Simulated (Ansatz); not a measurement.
**Worked example: SnH⁺, triplet against SnH⁺, singlet**

Geometry (PBE0/def2-TZVP stationary point of a singlet), kept for both states (SnH⁺, singlet: Σ⁺; SnH⁺, triplet: Π):

```json
{"atom": "Sn", "x (Å)": "0.0000", "y (Å)": "0.0000", "z (Å)": "0.0000"}
{"atom": "H", "x (Å)": "0.0000", "y (Å)": "0.0000", "z (Å)": "1.7602"}
```

Basis def2-TZVPP with its core potentials; Ansatz 0.2.0. Only valence electrons are correlated (noble-gas cores and the filled d shells of p-block atoms frozen). Prefix R: restricted or restricted open-shell reference. No spin–orbit coupling is included; scalar relativity enters through the core potentials alone.

Full CI is exact within this basis and frozen core; it isn't the basis-set limit.

| level | E(SnH⁺, singlet) (hartree) | E(SnH⁺, triplet) (hartree) |
| --- | --- | --- |
| RCCSD(T) | -213.733706 | -213.649440 |
| PBE | -214.583347 | -214.498680 |
| B3LYP | -214.665579 | -214.578126 |
| full CI | -213.734022 | -213.649768 |

Question: Give the vertical gap, SnH⁺ triplet less SnH⁺ singlet, at each level in eV (1 hartree = 27.2114 eV), and each error against full CI.

Answer: full CI: (-213.649768 − (-213.734022)) × 27.2114 = 2.293 eV (the reference)
B3LYP: (-214.578126 − (-214.665579)) × 27.2114 = 2.380 eV, error 0.087 eV
PBE: (-214.498680 − (-214.583347)) × 27.2114 = 2.304 eV, error 0.011 eV
RCCSD(T): (-213.649440 − (-213.733706)) × 27.2114 = 2.293 eV, error 0.000 eV

Total energies of functionals can't be set beside those of wave-function methods, since they hold the core's correlation and their own absolute errors; only the differences compare.

Each level lands on the state that its own search finds. T1 diagnostics of restricted CCSD: 0.010 and 0.038.
